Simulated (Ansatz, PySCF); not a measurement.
Molecule: sum formula HOCl (charge +1, doublet). 
Geometry from a B3LYP-D3(BJ)/def2-TZVP (Ansatz, a quantum-chemistry and plane-wave program) optimisation:
```
O
H 1 0.9943
Cl 1 1.5802 2 110.10
```
Charge +1, spin multiplicity 2.

Total electronic energies in hartree. Cores are frozen in the correlated levels unless marked. UHF or UKS for open shells. No spin-orbit coupling. Non-relativistic. CBS(X,Y): correlation extrapolated as X^-3; Hartree-Fock from the larger set. [CCSD(T)-MP2]/basis is that difference in the basis named.

```csv
level,program,energy (Eh)
HF/aug-cc-pV(D+d)Z,Ansatz,-534.50529
HF/def2-QZVPP,Ansatz,-534.55416
SVWN5/def2-TZVPD,Ansatz,-533.59015
PBE/def2-TZVPD,Ansatz,___
BLYP-D3(BJ)/def2-TZVPD,Ansatz + dftd3,-535.61003
B3LYP-D3(BJ)/def2-TZVPD,Ansatz + dftd3,-535.62252
TPSSh-D3(BJ)/def2-TZVPD,PySCF + dftd3,-535.62509
PW6B95/def2-TZVPD,PySCF,-536.03992
HSE06-D3(BJ)/def2-TZVPD,Ansatz + dftd3,-535.36588
MP2/cc-pV(T+d)Z,Ansatz,-534.95911
CCSD(T)/STO-3G,Ansatz,-528.67042
"RI-MP2/CBS(cc-pV(T+d)Z,cc-pV(Q+d)Z)+[CCSD(T)-MP2]/cc-pV(T+d)Z",Ansatz,-535.0663
"RI-MP2/CBS(def2-TZVPPD,def2-QZVPPD)+[CCSD(T)-MP2]/def2-TZVPPD",Ansatz,-535.0683
"CCSD(T)/CBS(cc-pV(T+d)Z,cc-pV(Q+d)Z)",Ansatz,-535.0646
"CCSD(T)/CBS(def2-TZVPPD,def2-QZVPPD)",Ansatz,-535.0659
```

**Question.** Complete the blanks.

**Answer.** 
- PBE/def2-TZVPD, energy (Eh): -535.35222
